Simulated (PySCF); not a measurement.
A geometry optimisation on t-cyanovinylacetylene (`C#C/C=C/C#N`).

Method: PBE0-D3(BJ)/def2-SVP geometry optimisation, gas phase (PySCF 2.14.0). Start geometry: MMFF94s. The input is one job of a driver script: a line of settings, then coordinates in Å.

Command:
```bash
OMP_NUM_THREADS=1 python probes_run.py task.json out
```

Input:
```
{"job": {"xc": "PBE0", "basis": "def2-SVP", "d3": "d3bj", "grid": 1, "kind": "geom"}, "charge": 0, "multiplicity": 1}
C     -2.552958     0.276097     0.052638
C     -1.388568     0.102221    -0.181107
C     -0.011859    -0.104580    -0.463358
C      0.916857    -0.005720     0.496505
C      2.295441    -0.210010     0.227343
N      3.421469    -0.377042     0.006685
H     -3.587243     0.430018     0.257721
H      0.262272    -0.346333    -1.487460
H      0.644588     0.235349     1.518273
```

Output:
```
step   0  E = -246.49861702  max force = 0.027647
step   1  E = -246.49949584  max force = 0.002841
step   2  E = -246.49950163  max force = 0.002412
step   3  E = -246.49954258  max force = 0.001082
step   4  E = -246.49954527  max force = 0.000605
step   5  E = -246.49955015  max force = 0.000425
optimisation converged
```

Energies in Eh; «max force» is the largest Cartesian gradient component in Eh/bohr.

Q: How much energy does the optimisation release, in kcal/mol?

A: E(step 0) − E(last step) = 0.000933 Eh, which is 0.6 kcal/mol.

Q: Give the first gradient maximum in eV/Å.

A: With 1 Eh/bohr = 51.422 eV/Å, 1.422 eV/Å.

In short: final energy -246.49955 Eh after 5 steps; dipole 4.01 D.

Q: Where do the atoms end?

A: 0.037 Å rms from the input after alignment:
```
atom  x, y, z in Å
C1    -2.5852    0.2764    0.0154
C2    -1.3984    0.1075   -0.1775
C3    -0.0205   -0.0956   -0.4345
C4     0.9374   -0.0076    0.5131
C5     2.3152   -0.2174    0.2259
N6     3.4433   -0.3849    0.0118
H7    -3.6356    0.4263    0.1889
H8     0.2641   -0.3372   -1.4651
H9     0.6797    0.2321    1.5491
```

Q: How long does this job take on one thread of an Intel Xeon Platinum 8488C, on a shared host? And the peak memory of the process?

A: About 15 s, with 0.39 GiB resident at the peak, the Python interpreter and its libraries included.
Labels such as C1 count atoms from 1, the log's own numbers from 0.
